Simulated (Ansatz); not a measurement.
# CH2: the cost of one run

Method: the settings change from run to run; program: Ansatz 0.2.0, Gaussian basis.

## 1. The relaxed structure

The structure was relaxed beforehand with PBE0-D4 in a triple-zeta def2 set.

SMILES `[CH2] m3`, 3 atoms, charge 0, spin multiplicity 3.

Atoms are counted from 1 here; the program's logs count them from 0.

Bond lengths: C1–H2 1.079 Å, C1–H3 1.079 Å. Angles: H2–C1–H3 134.8°.

## 2. wB97M-V/aug-cc-pVDZ

This run has atoms shaken by 0.15 Å, high accuracy.

Contents of in.yaml:

```yaml
crystal:
  periodic: [false, false, false]
  atoms:
    - {symbol: C, position_ang: [0.058546, -0.262170, 0.211134]}
    - {symbol: H, position_ang: [-0.184281, 1.043694, -0.154913]}
    - {symbol: H, position_ang: [0.155237, -0.999740, -0.179854]}
basis:
  gaussian: {orbitals: aug-cc-pVDZ}
magnetization: {spin_polarized: true, initial_magnetization: 2}
hamiltonian: {xc: {name: wB97M-V}}
accuracy: high
output: {forces: true}
```

Launch:

```console
ansatz run in.yaml --threads 2 --pin off --events-out ev --progress --plain --max-ram 32768MiB --backend cpu
```

What time and memory should one allow on 2 threads of AMD EPYC 7R13, shared host?

About 4 s, with a peak of 0.32 GiB.
